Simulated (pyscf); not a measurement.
PySCF, gas phase, ωB97X-D3(BJ)/def2-SVP geometries. Correlated levels are frozen-core, on RHF or UHF. ΔMP2 is the change of the MP2 total energy from the triple- to the quadruple-zeta basis.

### Question
PBE/def2-TZVP puts the barrier of HS–SnH₃ (SMILES [SH][SnH3]) → SnH₂ (SMILES [SnH2]) [singlet] + H₂S (SMILES S) (1,1-elimination; singlet surface; S–Sn, H–Sn broken, H–S formed) at 1.55 eV and the reaction energy at +1.30 eV, from the reactant's lowest minimum found. What do r²SCAN/def2-TZVP, PBE0-D3(BJ)/def2-TZVP, CCSD(T)/def2-TZVPP + ΔMP2(QZVPP) give on the same structures?

### Answer
r²SCAN: ΔE‡ = 1.73 eV, ΔE = +1.48 eV; PBE0-D3(BJ): ΔE‡ = 1.85 eV, ΔE = +1.47 eV; CCSD(T): ΔE‡ = 1.98 eV, ΔE = +1.43 eV. PBE's barrier lies under all of them, by 0.18 to 0.42 eV. Its reaction energy lies under all of them, by 0.13 to 0.18 eV. On the product side the descent ends in an adduct with a S–Sn contact, 0.70 eV under the separated species and 1.26 eV under the saddle at ωB97X-D3(BJ)/def2-TZVP. What is counted as broken (S–Sn) persists as a longer contact in the product adduct; parting that adduct is a step of its own. At ωB97X-D3(BJ) the barrier from the zero used here is 2.24 eV. This is the saddle that the search found; another between the same sides may lie lower. The CCSD(T) − MP2 part came from Ansatz, without density fitting, on the same reference. The frozen core leaves the outer d or s,p core shells of the metals and heavy elements correlated in the MP2 and CC values, and def2-TZVPP describes them poorly, which can shift differences by a few kcal/mol. Elements past Kr carry the def2 core potentials, without spin-orbit coupling.
